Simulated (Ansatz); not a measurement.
**CH₂B+ (triplet): the correlation ladder, cc-pVTZ**

How much of the correlation energy of CH₂B+ (triplet) does each wave-function method recover here?

Program: Ansatz 0.2.0, Gaussian basis. Level of theory: cc-pVTZ, correlated electrons: outside noble gas. These are calculated values, not measurements.

The runs, in order: UHF; CCSD(T) on ROHF; CCSD(T) on UHF; BCCD(T) on ROHF; CCSDT(Q) on ROHF; CCSDT(Q) on UHF; CASSCF and MRCISD+Q, 8 electrons in 10 orbitals; CASSCF and NEVPT2, 8 electrons in 10 orbitals.

**1. What is computed**

The geometry is a PBE0/def2-TZVP stationary point (not a proven minimum) of the parent state, kept for this charge and spin.

4 atoms, charge 1, spin multiplicity 3.

Atoms are counted from 1 here; the program's logs count them from 0.

Bond lengths: B1–C2 1.382 Å, C2–H3 1.086 Å, C2–H4 1.086 Å. Angles: B1–C2–H3 121.6°, B1–C2–H4 121.6°, H3–C2–H4 116.9°.

As a file:

```
B     0.0000    0.0000    0.8265
C     0.0000    0.0000   -0.5553
H     0.0000   -0.9252   -1.1237
H     0.0000    0.9252   -1.1237
```

In the tables R marks a restricted open-shell determinant and U an unrestricted one; 'valence' is the active space of 8 electrons in 10 orbitals; correlation energies count from the lowest restricted Hartree-Fock solution.

**2. UHF**

Contents of in.yaml:

```yaml
crystal:
  periodic: [false, false, false]
  atoms:
    - {symbol: B, position_ang: [0.000000, 0.000000, 0.826501]}
    - {symbol: C, position_ang: [0.000000, 0.000000, -0.555344]}
    - {symbol: H, position_ang: [0.000000, -0.925158, -1.123694]}
    - {symbol: H, position_ang: [0.000000, 0.925158, -1.123694]}
basis:
  gaussian: {orbitals: cc-pVTZ}
total_charge: 1
magnetization: {spin_polarized: true, initial_magnetization: 2}
hamiltonian: {xc: hf}
output: {orbitals: {seedname: orbitals}}
```

Run with:

```console
$ ansatz run in.yaml --threads 1 --pin off --events-out ev --progress --plain --max-ram 2560MiB --backend cpu
```

The runs that follow: CCSD(T) on ROHF; CCSD(T) on UHF; BCCD(T) on ROHF; CCSDT(Q) on ROHF; CCSDT(Q) on UHF; CASSCF and MRCISD+Q, 8 electrons in 10 orbitals; CASSCF and NEVPT2, 8 electrons in 10 orbitals.

**Question.** What will the summary of the whole plan be? Wanted: correlation energy, UCCSDT(Q); RMP2 from UCCSDT(Q); UMP2 from UCCSDT(Q); RCCSD from UCCSDT(Q); RCCSD(T) from UCCSDT(Q); UCCSD(T) from UCCSDT(Q); RCCSDT(Q) from UCCSDT(Q); NEVPT2 valence from UCCSDT(Q); MRCISD+Q valence from UCCSDT(Q).

The runs gave:

```
                                      quantity                                                                     value
                 correlation energy, UCCSDT(Q)                                                                -5.6186 eV
                           RMP2 from UCCSDT(Q)                                                           +19.47 kcal/mol
                           UMP2 from UCCSDT(Q)                                                           +19.48 kcal/mol
                          RCCSD from UCCSDT(Q)                                                            +4.95 kcal/mol
                       RCCSD(T) from UCCSDT(Q)                                                            +0.69 kcal/mol
                       UCCSD(T) from UCCSDT(Q)                                                            +0.68 kcal/mol
                      RCCSDT(Q) from UCCSDT(Q)                                                            +0.03 kcal/mol
                 NEVPT2 valence from UCCSDT(Q)                                                           +14.79 kcal/mol
               MRCISD+Q valence from UCCSDT(Q)                                                            +0.81 kcal/mol
levels of the table within 1 kcal/mol (43 meV)  RCCSD(T), UCCSD(T), BCCD(T), RCCSDT, UCCSDT, RCCSDT(Q), MRCISD+Q valence
                                 T1 diagnostic                                                                     0.019
                effectively unpaired electrons                                                                      2.01
```

RCCSD(T) misses by +0.69 kcal/mol, 0.5 % of the correlation energy. One determinant dominates. Of the multireference levels listed MRCISD+Q valence comes nearest in total energy (+0.81 kcal/mol), which doesn't show that its space is the better one. These misses are within one basis, not against nature; the frozen cores of restricted and unrestricted runs differ, which can shift their rows.
